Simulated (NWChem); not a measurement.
# tetrafluoroethylene (C₂F₄); SMILES FC(F)=C(F)F

Results from NWChem. Pople sets run with spherical d functions. Each level has its own optimisation; frequencies are unscaled.

```tsv
level	r C–F (Å)	r C–C (Å)	highest harmonic frequency (cm⁻¹)	lowest (cm⁻¹)	zero-point energy (kcal/mol)
Hartree-Fock/STO-3G	1.353	1.332	2107	191	15.0
Hartree-Fock/3-21G	1.330	1.293	2131	220	14.9
Hartree-Fock/6-31G*	1.302	1.300	2147	224	15.1
B3LYP/6-31G*	1.324	1.326	1927	196	13.5
LDA (Slater exchange, VWN5)/def2-SVP	1.307	1.337	1909	194	13.7
PBE/def2-SVP	1.325	1.345	1859	188	13.2
BLYP/def2-SVP	1.332	1.346	…	186	12.9
PBE0/def2-SVP	1.309	1.329	1965	202	14.0
```

Fill in the missing entries.


- BLYP/def2-SVP, highest harmonic frequency (cm⁻¹): 1832
